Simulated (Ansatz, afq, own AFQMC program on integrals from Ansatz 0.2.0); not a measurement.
# AlH₄, doublet: AFQMC among the cluster methods

```yaml
atoms:
  - { symbol: Al, position_ang: [-0.0599, 0.0001, -0.1328] }
  - { symbol: H, position_ang: [0.4487, 0.0018, 1.9858] }
  - { symbol: H, position_ang: [-0.3171, -0.0089, 1.9564] }
  - { symbol: H, position_ang: [0.7333, 1.3833, -0.1888] }
  - { symbol: H, position_ang: [0.7376, -1.3801, -0.1993] }
```

Basis cc-pVDZ. Noble-gas cores (and the filled d shells of Ga–Kr and In–Xe) are frozen. AFQMC by an in-house program on the Cholesky factors that Ansatz 0.2.0 writes for its CCSD(T) run. The CISD trial takes its coefficients from CCSD amplitudes. Released means that phaseless walkers are propagated on without the constraint, phases kept. Uncertainties: one standard error, sampling alone.

Determinant: UHF, the one that the program's search chose, which needn't be the lowest solution. The geometry is a PBE0/def2-TZVP stationary point of this or a neighbouring charge and spin state.

No full CI on the walks' own integrals is used here; CCSDT(Q) serves as the reference and is uncertain by about the last step of the cluster series.

The T1 diagnostic is 0.0129. The weight of the determinant in the CISD state is 0.930. The ⟨S²⟩ of the determinant is 0.753. The size of the correlated space is 7 electrons in 33 orbitals.

```
  level  correlation energy (eV)
    MP2                  -2.3454
   CCSD                  -3.0937
CCSD(T)                  -3.1323
```

(1) Estimate where AFQMC with the constraint released lies against CCSD(T) on the same integrals.

(1) 0.26 ± 0.08 kcal/mol below CCSD(T).

Reference: CCSDT(Q), correlation energy -3.147 eV. The released energy is read at 2.40 1/Eh (meV from the phaseless value at times in 1/Eh: 0 ± 4 at 0.24, 3 ± 3 at 0.51, 1 ± 4 at 0.99, -5 ± 3 at 1.62, 3 ± 3 at 2.40).

```
         level  E − E(reference) (kcal/mol)  share of correlation (%)
       CCSD(T)                         0.34                     99.53
         CCSDT                         0.02                     99.98
   ph-AFQMC/HF                  1.31 ± 0.60                     98.20
 ph-AFQMC/CISD                  0.01 ± 0.05                     99.99
released AFQMC                  0.08 ± 0.08                     99.89
```

Released energies are given only where the last usable release times agree within the noise; a slower fall can still hide under it.
